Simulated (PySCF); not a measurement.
Compound: C4H6 (triplet state).
InChI=1S/C4H6/c1-3-4-2/h3-4H,1-2H2/b4-3+

Computed, not measured: PBE0-D3(BJ)/def2-SVP geometry optimisation, gas phase in PySCF 2.14.0.

Masses are those of the commonest isotopes; rigid-rotor values at the optimised geometry. 

(1) What are A, B and C (MHz)?

(2) What kind of rotor is it?

(3) What does the inertial defect say?

(4) Give the coordinates in the principal-axis frame, origin at the centre of mass.

Results:

(1) Ia = 11.82, Ib = 120.74, Ic = 132.47 u·Å²; 505379 MHz·u·Å²/I gives A = 42755, B = 4186, C = 3815 MHz.

(2) A near-prolate asymmetric top. Ray's parameter κ = (2B − A − C)/(A − C) = -0.981; −1 is the prolate and +1 the oblate limit.

(3) Not planar: Δ = Ic − Ia − Ib = -0.08 u·Å². For a rigid frame Δ = −2 Σ m c², so Σ m c² = 0.04 u·Å² lies off the ab plane: 0.04 from hydrogen and 0.01 from heavier atoms. The atom farthest from that plane is 0.13 Å away.

(4) The sense of each axis is arbitrary; atoms in the order of the calculation.
| atom | mass (u) | a (Å) | b (Å) | c (Å) |
| --- | --- | --- | --- | --- |
| C1 | 12.000 | 1.920 | -0.101 | 0.002 |
| C2 | 12.000 | 0.555 | 0.390 | 0.016 |
| C3 | 12.000 | -0.554 | -0.391 | -0.014 |
| C4 | 12.000 | -1.921 | 0.102 | -0.004 |
| H5 | 1.008 | 2.760 | 0.587 | -0.095 |
| H6 | 1.008 | 2.126 | -1.173 | 0.038 |
| H7 | 1.008 | 0.418 | 1.478 | 0.045 |
| H8 | 1.008 | -0.418 | -1.479 | -0.041 |
| H9 | 1.008 | -2.128 | 1.172 | -0.074 |
| H10 | 1.008 | -2.761 | -0.581 | 0.128 |

The dipole components are |μa| = 0.00 D, |μb| = 0.00 D, |μc| = 0.00 D.

For this open shell read J as N, the rotation without spin; fine and hyperfine splittings come on top. No PBE0-D3(BJ)/def2-SVP frequencies stand behind this structure, so it isn't proved a minimum. ⟨S²⟩ = 2.007 (exact for a triplet: 2.00). Constants of a rigid frame at the computed geometry: no zero-point averaging, no centrifugal distortion.

Time: 32 s wall. Hardware: an Arm Neoverse N1 with one thread, no GPU, on a shared host. That covers the optimisation of the geometry.
